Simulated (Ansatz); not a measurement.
Start from `C=CC(C)(F)S` and change one atom or group to get `CC(F)(S)S`.

Ansatz, PBE0-D4/def2-TZVP geometries, multiplicity 1. Each molecule was computed in one conformer, which needn't be the lowest.

```csv
property,`C=CC(C)(F)S`
size of the dipole moment (B3LYP/def2-TZVPP) / D,1.63
HOMO energy (B3LYP/def2-TZVPP) / eV,-7.00
HOMO energy (PBE0/def2-TZVPP) / eV,-7.24
HOMO–LUMO gap (PBE/def2-TZVPP) / eV,4.67
LUMO energy (PBE/def2-TZVPP) / eV,-1.33
size of the dipole moment (PBE/def2-TZVPP) / D,1.53
```

Task: Give the same properties after the change, and the shifts. (An estimate is asked.)

Result: Ansatz gave: 
```
                                        property  `CC(F)(S)S`  shift
size of the dipole moment (B3LYP/def2-TZVPP) / D         2.60   0.97
             HOMO energy (B3LYP/def2-TZVPP) / eV        -7.12  -0.12
              HOMO energy (PBE0/def2-TZVPP) / eV        -7.36  -0.12
             HOMO–LUMO gap (PBE/def2-TZVPP) / eV         4.88   0.21
               LUMO energy (PBE/def2-TZVPP) / eV        -1.21   0.12
  size of the dipole moment (PBE/def2-TZVPP) / D         2.52   0.99
```

With PBE0 the HOMO falls by 0.12 eV and the LUMO rises by 0.12 eV, so the gap widens by about 0.24 eV. PBE moves the HOMO by -0.10 eV and ωB97M-V by -0.12 eV. Dipoles are sizes alone; their direction can turn.

B3LYP here is the variant with VWN-RPA as its local correlation; programs differ in this.
